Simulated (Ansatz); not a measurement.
Ideal-gas functions of `F[SiH2][SiH3]` at 298.15 K and 1 bar, from an Ansatz frequency run at PBE0-D4/def2-TZVP.

Molar mass 80.21 g/mol, point group Cs (symmetry number 1), electronic degeneracy 1, moments of inertia 31.794, 153.468, 173.442 u Å². Harmonic wavenumbers (cm⁻¹, unscaled): 100, 163, 353, 411, 513, 613, 737, 838, 853, 907, 932, 940, 954, 2213, 2225, 2226, 2229, 2237.

Use S(trans) = R[1.5 ln M + 2.5 ln T − 1.1517]; rotational temperatures θ = 24.2544 K / I; S(rot) = R[ln(√π/σ · √(T³/θAθBθC)) + 1.5]; for each mode x = 1.438777 ν̃/T, S = R[x/(eˣ − 1) − ln(1 − e⁻ˣ)] and H = RT x/(eˣ − 1); 1 cm⁻¹ = 0.0119627 kJ/mol; R = 8.31446 J/(mol·K).

By hand: the entropy, in J/(mol·K).

Translation 163.5. Rotation: θ = 0.7629, 0.158, 0.1398 K, giving 105.3. Vibration, mode by mode: 14.45, 10.52, 4.82, 3.86, 2.62, 1.79, 1.11, 0.75, 0.70, 0.57, 0.51, 0.50, 0.47, 0.00, 0.00, 0.00, 0.00, 0.00, in all 42.7. Electronic 0.0. Sum 311.5 J/(mol·K).

By hand: H − E and G − E in kJ/mol, counted from the electronic energy.

Zero-point energy ½ × 19444 × 0.0119627 = 116.3; thermal vibration 7.4; translation, rotation and pV give 4 RT = 9.9. H − E = 133.6 kJ/mol, and G − E = 133.6 − 298.15 × 311.5/1000 = 40.7 kJ/mol.

Vibration gives 14 % of the entropy, 14.5 J/(mol·K) of it from the mode under 150 cm⁻¹: soft modes count most, and the harmonic formula is weakest for them.
